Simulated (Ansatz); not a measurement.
**Si₂− (sextet): wave-function methods side by side, aug-cc-pVTZ**

The task here is to estimate one member of a computed series from the others.

Computed with Ansatz 0.2.0, Gaussian basis. Level: aug-cc-pVTZ, core rule «outside noble gas», up to 10 orbitals frozen.

Plan: UHF; CCSD(T) on ROHF; CCSD(T) on UHF; BCCD(T) on ROHF; CCSDT(Q) on ROHF; CCSDT(Q) on UHF; CASSCF and MRCISD+Q, 9 electrons in 8 orbitals; CASSCF and NEVPT2, 9 electrons in 8 orbitals.

5 further runs of the same task are left out: 5 set aside as unsound or not needed.

**The system**

The geometry is a PBE0/def2-TZVPD stationary point (not a proven minimum) of the parent state, kept for this charge and spin.

2 atoms, charge -1, spin multiplicity 6.

Atoms are counted from 1 here; the program's logs count them from 0.

Bond lengths: Si1–Si2 2.398 Å.

The first run:

The input, in.yaml:

```yaml
crystal:
  periodic: [false, false, false]
  atoms:
    - {symbol: Si, position_ang: [0.000000, 0.000000, 0.000000]}
    - {symbol: Si, position_ang: [0.000000, 0.000000, 2.397800]}
basis:
  gaussian: {orbitals: aug-cc-pVTZ}
total_charge: -1
magnetization: {spin_polarized: true, initial_magnetization: 5}
hamiltonian: {xc: hf}
output: {orbitals: {seedname: orbitals}}
```

Started as:

```sh
$ ansatz run in.yaml --threads 1 --pin off --events-out ev --progress --plain --max-ram 2816MiB --backend cpu
```

Among the steps run: UHF; CCSD(T) on ROHF; CCSD(T) on UHF; BCCD(T) on ROHF; CCSDT(Q) on ROHF; CCSDT(Q) on UHF; CASSCF and MRCISD+Q, 9 electrons in 8 orbitals; CASSCF and NEVPT2, 9 electrons in 8 orbitals.

One of the session's tables, all rows but one given; the rest of the session is left out.

```
          method  from UCCSDT(Q) (meV)
            ROHF               +5412.6
             UHF               +5353.8
            RMP2               +1073.8
            UMP2               +1092.7
           RCCSD                +370.0
           UCCSD                +365.6
        RCCSD(T)                 +68.4
        UCCSD(T)                 +66.5
         BCCD(T)                 +67.7
          RCCSDT                 +22.9
          UCCSDT                 +20.2
       RCCSDT(Q)                  +2.7
       UCCSDT(Q)                     0
  CASSCF valence                     ?
  NEVPT2 valence               +1150.0
  MRCISD valence                +626.5
MRCISD+Q valence                 +99.7
```

Q: Estimate the row for CASSCF valence from the others.

As computed: from UCCSDT(Q) (meV): +4948.9. In the column «from UCCSDT(Q) (meV)» it lies between NEVPT2 valence (+1150.0) and UHF (+5353.8).

To keep in mind: Restricted and unrestricted rows rest on different reference determinants; where their highest levels disagree by more than a few hundredths of an eV, they describe different states and don't form one ladder.
